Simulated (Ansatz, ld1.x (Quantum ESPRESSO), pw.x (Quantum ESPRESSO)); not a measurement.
What a changed setting does to a pw.x run (bcc Ba)

Potential: ultrasoft, ld1.x (Quantum ESPRESSO) 7.5, PBE; core [Kr] 4d10, reference 5s2 5p6 5d0 6s1.75 6p0.25; waves: 5s (bound): rcut 2.80, rcutus 3.20 bohr; 6s (bound): rcut 2.80, rcutus 3.20 bohr; 5p (bound): rcut 2.60, rcutus 2.90 bohr; 6p (bound): rcut 2.60, rcutus 2.90 bohr; 5d (bound, empty): rcut 3.25, rcutus 3.85 bohr; 5d channel at 0.15 Ry: rcut 3.25, rcutus 3.85 bohr; local part: all-electron potential smoothed inside 2.90 bohr (lloc = -2); core correction: none; augmentation: PSQ, inside the norm-conserving radii.

The reference run (k-mesh 9³, cutoffs 40/320 Ry, Fermi–Dirac 0.01 Ry, mixing_beta 0.4, conv_thr 1e-9, no spin) gives 0.03 GPa at 63.608 Å³/atom, where all-electron LAPW gives 0.01 GPa. This run, with its own iteration cap, changes ecutwfc to 8, a wrong or extreme entry chosen on purpose.

```
&control
  calculation='scf', prefix='x', pseudo_dir='./', outdir='./tmp', tstress=.true., disk_io='none'
/
&system
  ibrav=0, nat=1, ntyp=1, ecutwfc=8, ecutrho=320, nbnd=12,
  occupations='smearing', smearing='fd', degauss=0.01
/
&electrons
  conv_thr=1e-09, mixing_beta=0.4, electron_maxstep=70
/
ATOMIC_SPECIES
Ba 1.0 Ba.UPF
CELL_PARAMETERS angstrom
  -2.51468688 2.51468688 2.51468688
  2.51468688 -2.51468688 2.51468688
  2.51468688 2.51468688 -2.51468688
ATOMIC_POSITIONS crystal
Ba 0.0000 0.0000 0.0000
K_POINTS automatic
9 9 9 0 0 0
```

```bash
pw.x < Ba.scf.in > Ba.scf.out
```

How does the run end?

It converges in 7 iterations; the free energy moves by +289.0 meV/atom and the pressure by -2.85 GPa. The result is not a property of the crystal.

```
Message from routine setup:
     using ibrav=0 with symmetry is DISCOURAGED, use correct ibrav instead
     lattice parameter (alat)  =       8.2308  a.u.
     unit-cell volume          =     429.2481 (a.u.)^3
     number of electrons       =        10.00
     number of Kohn-Sham states=           12
     kinetic-energy cutoff     =       8.0000  Ry
     charge density cutoff     =     320.0000  Ry
     scf convergence threshold =      1.0E-09
     Exchange-correlation= PBE
     number of k points=    35  Fermi-Dirac smearing, width (Ry)=  0.0100
     iteration #  1     ecut=     8.00 Ry     beta= 0.40
     total energy              =     -51.48646503 Ry
     estimated scf accuracy    <       0.00219396 Ry
     iteration #  2     ecut=     8.00 Ry     beta= 0.40
     total energy              =     -51.48685471 Ry
     estimated scf accuracy    <       0.00057255 Ry
     iteration #  3     ecut=     8.00 Ry     beta= 0.40
     total energy              =     -51.48696374 Ry
     estimated scf accuracy    <       0.00003976 Ry
     iteration #  4     ecut=     8.00 Ry     beta= 0.40
     total energy              =     -51.48696834 Ry
     estimated scf accuracy    <       0.00000045 Ry
     iteration #  5     ecut=     8.00 Ry     beta= 0.40
     total energy              =     -51.48696865 Ry
     estimated scf accuracy    <       0.00000010 Ry
     iteration #  6     ecut=     8.00 Ry     beta= 0.40
     total energy              =     -51.48696870 Ry
     estimated scf accuracy    <          1.9E-09 Ry
     iteration #  7     ecut=     8.00 Ry     beta= 0.40
     the Fermi energy is     5.8069 ev
!    total energy              =     -51.48696872 Ry
     estimated scf accuracy    <          8.6E-10 Ry
     smearing contrib. (-TS)   =      -0.00650934 Ry
     The total energy is F=E-TS. E is the sum of the following terms:
     one-electron contribution =     -14.94339819 Ry
     hartree contribution      =       8.99947980 Ry
     xc contribution           =      -7.24550321 Ry
     ewald contribution        =     -38.29103778 Ry
     convergence has been achieved in   7 iterations
          total   stress  (Ry/bohr**3)                   (kbar)     P=      -28.24
     Message from routine punch:
     Nothing written, as per user request (disk_io='none')
```

The run took about 4.9 s on one core of a shared host (Neoverse-V1, 32 threads, 247 GiB, load 25).
